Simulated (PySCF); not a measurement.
# Neon: a sound run and one with changed settings

Sound run: Ne [Ne], Ne⁺ [He] 2s2 2p5. All numbers are calculated (PySCF 2.14, the non-relativistic Hamiltonian (point nucleus), in def2-SVP (3s2p1d, 14 functions)). The sound run starts from symmetry-adapted Hartree-Fock orbitals and uses a fine grid where one is needed.

A second run was set up differently.

| species | method | sound run (hartree) | changed run (hartree) | converged |
| --- | --- | --- | --- | --- |
| Ne | UHF | -128.37641 | -128.37641 | yes |
| Ne | PBE0 | -128.69810 | -128.69810 | yes |
| Ne | TPSS | -128.80312 | -128.80312 | yes |
| Ne⁺ | UHF | -127.64829 | -127.64829 | yes |
| Ne⁺ | PBE0 | -127.91558 | -127.91504 | yes |
| Ne⁺ | TPSS | -128.02392 | -128.02395 | yes |

Ionisation energy of Ne:

```
method  sound run (eV)  changed run (eV)
   UHF          19.813            19.813
  PBE0          21.293            21.308
  TPSS          21.203            21.202
```

Question: What was changed?
A. a valence shell is frozen
B. angular grid far too coarse
C. minimal basis
D. too few SCF iterations

Answer: B. It used 26 angular points. A coarse angular grid integrates products of high-l functions wrongly, so density functionals can shift, and the SCF can exploit the error; Hartree-Fock and MP2 need no grid.
